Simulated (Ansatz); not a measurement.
## Reading a saddle point

A first-order saddle point of CH6AlF, closed shell, PBE0-D4/def2-TZVP, with one imaginary mode of 438i cm⁻¹:

```xyz
9
angstrom
Al -0.3657 -1.0516 0.0836
C -0.1642 0.9904 -0.0785
H -0.8194 -1.7823 -1.2445
H -0.7512 -1.5738 1.5270
H 1.1770 0.0598 -0.0165
F 1.5889 -0.8883 0.0377
H 0.7443 1.6145 -0.0305
H -0.7752 1.3660 0.7476
H -0.6344 1.2653 -1.0260
```

Program: Ansatz 0.2.0. Basis: def2-TZVPP and def2-QZVPP. Cores are frozen in the correlated methods. Extrapolation: Hartree–Fock as exp(−7.88 √X), correlation as X^−2.97.

Question: Which contacts change along the imaginary mode, and what lies on either side? (Judge from chemistry; the calculation decides.)

Answer: Computed: The step is CH₅Al ([CH3][AlH2]) + HF → AlH₂F ([F][AlH2]) + CH₄, with the molecules in contact on both sides. Shortening one way: Al1–F6, C2–H5; lengthening the same way: Al1–C2, H5–F6.
```tsv
pair	one side (Å)	saddle (Å)	other side (Å)
Al1–F6	2.13	1.96	1.66
C2–H5	2.51	1.63	1.10
Al1–C2	1.97	2.06	2.78
H5–F6	0.93	1.04	2.45
```

Question: Which side is lower, and how far does the saddle lie above each? (An estimate is asked for; the value comes from the calculation.)

Answer: By the calculation: The side with Al1–F6, C2–H5 short is lower by 1.784 eV; the saddle lies 1.967 eV above it and 0.184 eV above the other (CCSD(T) at an estimated basis limit (MP2 extrapolated from triple and quadruple zeta, plus CCSD(T) − MP2 in triple zeta); electronic energies).

The T1 diagnostic stays at or below 0.011.

Labels in which every atom is bracketed show which atoms are joined, not bond orders.

For scale, one of the runs: CCSD(T)/def2-TZVPP, 188 basis functions (an equivalent command: `ansatz run in.yaml --threads 2`). The run took 100 s on 2 CPU threads (shared host), with 2 GiB of host memory at its peak.
